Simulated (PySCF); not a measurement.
One molecule, one basis, several functionals.

Species: C5H5F.
Geometry (PBE0-D3(BJ)/def2-SVP, Å), atoms numbered from 1 in this order:
```
atom  x, y, z in Å
C1     2.1389   -0.0853    1.4993
C2     1.2116    0.1847    0.7690
C3     0.1003    0.4942   -0.0945
F4     0.2497    1.6670   -0.7714
C5    -0.6340   -0.5890   -0.8247
C6    -1.3023    0.1461    0.3021
H7     2.9631   -0.3170    2.1484
H8    -0.9347   -0.3338   -1.8438
H9    -0.3104   -1.6208   -0.6720
H10   -1.4549   -0.3636    1.2559
H11   -2.0544    0.8950    0.0421
```

PySCF, def2-SVPD basis, density fitting, gas phase, PBE0-D3(BJ)/def2-SVP geometry; singlet excitations by full TDDFT with frozen cores, triplets by Tamm–Dancoff TDDFT and ionisation energies by ΔSCF, from the lowest of the holes tried. One functional is left out:

```json
{"functional": "LDA", "exact exchange (%)": "0", "HOMO energy (eV)": "-6.49", "LUMO energy (eV)": "-1.11", "lowest singlet excitation (eV)": "5.48", "lowest triplet excitation (eV)": "5.20", "dipole moment (D)": "1.874", "mean polarisability (au)": "59.9", "vertical ionisation energy (eV)": "9.60"}
{"functional": "PBE", "exact exchange (%)": "0", "HOMO energy (eV)": "-6.31", "LUMO energy (eV)": "-0.86", "lowest singlet excitation (eV)": "5.52", "lowest triplet excitation (eV)": "5.12", "dipole moment (D)": "1.822", "mean polarisability (au)": "59.4", "vertical ionisation energy (eV)": "9.37"}
{"functional": "PBE0", "exact exchange (%)": "25", "HOMO energy (eV)": "-7.54", "LUMO energy (eV)": "0.18", "lowest singlet excitation (eV)": "5.80", "lowest triplet excitation (eV)": "5.08", "dipole moment (D)": "1.905", "mean polarisability (au)": "57.2", "vertical ionisation energy (eV)": "9.63"}
{"functional": "BHandHLYP", "exact exchange (%)": "50", "HOMO energy (eV)": "-8.64", "LUMO energy (eV)": "1.19", "lowest singlet excitation (eV)": "5.82", "lowest triplet excitation (eV)": "5.08", "dipole moment (D)": "2.008", "mean polarisability (au)": "56.0", "vertical ionisation energy (eV)": "9.71"}
```

Q: Predict the row of B3LYP (20 % exact exchange) by straight lines through the other rows, and check it.

A: 
| property | line | computed | computed − line | PBE0 (25 %), for comparison |
| --- | --- | --- | --- | --- |
| HOMO energy (eV) | -7.30 | -7.32 | -0.02 | -7.54 |
| LUMO energy (eV) | -0.10 | -0.07 | +0.03 | 0.18 |
| lowest singlet excitation (eV) | 5.66 | 5.73 | +0.07 | 5.80 |
| lowest triplet excitation (eV) | 5.12 | 5.17 | +0.05 | 5.08 |
| dipole moment (D) | 1.906 | 1.916 | +0.010 | 1.905 |
| mean polarisability (au) | 58.0 | 57.9 | -0.1 | 57.2 |
| vertical ionisation energy (eV) | 9.58 | 9.63 | +0.05 | 9.63 |

Q: Which of these properties follows the share of exact exchange most closely, and which least?

A: Most closely the HOMO energy, least the lowest triplet excitation; the correlations over the tabulated rows are HOMO energy -0.998, LUMO energy 0.995, mean polarisability -0.980, dipole moment 0.952, lowest singlet excitation 0.919, vertical ionisation energy 0.758, lowest triplet excitation -0.739. The HOMO energy moves by -0.449 eV for every 10 %. Functionals with the same share still differ in their other parts: at 0 % LDA and PBE differ by 0.18 eV in it.
